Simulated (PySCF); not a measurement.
Which basis set comes closest?

Molecule: pentanal (O=CCCCC, C$_{5}$H$_{10}$O).

Geometry:
| atom | x (Å) | y (Å) | z (Å) |
| --- | --- | --- | --- |
| C1 | -2.380 | 0.280 | -0.206 |
| C2 | -1.125 | -0.301 | 0.425 |
| C3 | 0.156 | 0.197 | -0.227 |
| C4 | 1.414 | -0.381 | 0.390 |
| C5 | 2.691 | 0.128 | -0.215 |
| O6 | 2.752 | 0.941 | -1.098 |
| H7 | -2.388 | 1.380 | -0.137 |
| H8 | -3.292 | -0.092 | 0.284 |
| H9 | -2.446 | 0.019 | -1.275 |
| H10 | -1.105 | -0.058 | 1.502 |
| H11 | -1.159 | -1.404 | 0.371 |
| H12 | 0.146 | -0.037 | -1.306 |
| H13 | 0.203 | 1.298 | -0.174 |
| H14 | 1.469 | -0.174 | 1.477 |
| H15 | 1.436 | -1.486 | 0.323 |
| H16 | 3.627 | -0.310 | 0.223 |

Geometry PBE0-D3(BJ)/def2-SVP throughout; GIAO in PySCF 2.14, gas phase, one conformer, non-relativistic; equivalent atoms averaged; functional PBE0.

Reference values (measured; solution, not stated per compound (mostly CDCl3 or CCl4); Pretsch, Buehlmann, Badertscher, Structure Determination of Organic Compounds, 4th ed. (2009)): δ(H14/H15) = 2.42 ppm, δ(H12/H13) = 1.59 ppm, δ(H10/H11) = 1.35 ppm, δ(H7/H8/H9) = 0.93 ppm. Computed shifts are taken against TMS, calculated as an isolated molecule at each level.

How do the basis sets STO-3G, 6-31G, pcSseg-0, 6-31G*, def2-SVP, cc-pVDZ, pcSseg-1, 6-311+G(2d,p), aug-cc-pVDZ, def2-TZVP, IGLO-III, cc-pVTZ perform against the reference? Times are CPU seconds on shared hosts with different chips, so compare them loosely.

Results:


```
    basis set  functions  H14/H15  H12/H13  H10/H11  H7/H8/H9  mean abs. error H  core-s
       STO-3G         40     2.09     1.21     0.85      0.80               0.34     3.3
        6-31G         74     2.57     1.78     1.35      1.17               0.14     6.2
     pcSseg-0         74     2.51     1.47     1.14      1.20               0.17     5.6
       6-31G*        104     2.24     1.60     1.26      1.02               0.09       9
     def2-SVP        134     2.12     1.25     1.00      0.89               0.26      12
      cc-pVDZ        134     2.17     1.36     1.09      0.94               0.19      13
     pcSseg-1        152     2.24     1.34     1.08      1.05               0.20      15
6-311+G(2d,p)        222     2.43     1.45     1.16      0.95               0.09      25
  aug-cc-pVDZ        228     2.51     1.56     1.22      1.05               0.09      28
    def2-TZVP        246     2.42     1.47     1.18      0.97               0.08      31
     IGLO-III        310     2.46     1.52     1.18      0.98               0.08      42
      cc-pVTZ        320     2.39     1.47     1.17      0.97               0.09      47
```

For 1H the closest is def2-TZVP (0.08 ppm, with IGLO-III, 6-311+G(2d,p), 6-31G*, aug-cc-pVDZ, cc-pVTZ practically level) and the furthest STO-3G (0.34 ppm). Where a smaller basis beats a larger one, errors probably cancel. One molecule is a small sample, and vibrational and solvent effects are absent from the calculation.

A small basis that lands close on one nucleus may do so by chance; judge by the trend and by all nuclei.
